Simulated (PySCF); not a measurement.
Protonated nitrous oxide, HN₂O (charge +1).
Numbering: `[N:1]#[N+:2][OH:3]` (hydrogens: H4 on O3)

The same species was optimised twice, with GFN2-xTB and with PBE0-D3(BJ)/def2-SVP (PySCF), and the same property calculations (PySCF, gas phase) were run on both structures.

```
  coordinate  GFN2-xTB  PBE0-D3(BJ)/def2-SVP  change
   N2–O3 (Å)     1.208                 1.243  +0.035
   N1≡N2 (Å)     1.090                 1.106  +0.016
   O3–H4 (Å)     0.991                 0.993  +0.002
N2–O3–H4 (°)     122.3                 111.2   -11.1
N1–N2–O3 (°)     174.3                 171.4    -2.9
```

Rotational constants: A = 822930, B = 11938, C = 11767 MHz (GFN2-xTB) against A = 642992, B = 11594, C = 11388 MHz (PBE0-D3(BJ)/def2-SVP). Point groups within 0.08 Å: Cs and Cs.

On the GFN2-xTB structure: HOMO (eV) -19.02 [PBE0/pcSseg-1]; LUMO (eV) -9.00 [PBE0/pcSseg-1]; GIAO shielding of N1 (ppm) 10.5 [PBE0/pcSseg-1]; GIAO shielding of N2 (ppm) 40.8 [PBE0/pcSseg-1]; GIAO shielding of O3 (ppm) 216.3 [PBE0/pcSseg-1].

Question: What do these properties become on the PBE0-D3(BJ)/def2-SVP structure?

Answer: 
| property | level | on GFN2-xTB | on PBE0-D3(BJ)/def2-SVP | change |
| --- | --- | --- | --- | --- |
| HOMO (eV) | PBE0/pcSseg-1 | -19.02 | -19.05 | -0.03 |
| LUMO (eV) | PBE0/pcSseg-1 | -9.00 | -9.43 | -0.43 |
| energy, GFN2-xTB geometry as zero (kcal/mol) | PBE0/pcSseg-1 | 0.0 | -3.4 | -3.4 |
| GIAO shielding of N1 (ppm) | PBE0/pcSseg-1 | 10.5 | -12.8 | -23.3 |
| GIAO shielding of N2 (ppm) | PBE0/pcSseg-1 | 40.8 | 28.7 | -12.1 |
| GIAO shielding of O3 (ppm) | PBE0/pcSseg-1 | 216.3 | 176.2 | -40.1 |

The heavy atoms differ by 0.024 Å rms after alignment. Among all bonds N2–O3 changes most (+0.035 Å). Changes are differences of the printed values. Neither structure is proved a minimum here. Geometry: PBE0-D3(BJ)/def2-SVP; no solvent, vibrations or thermal averaging.
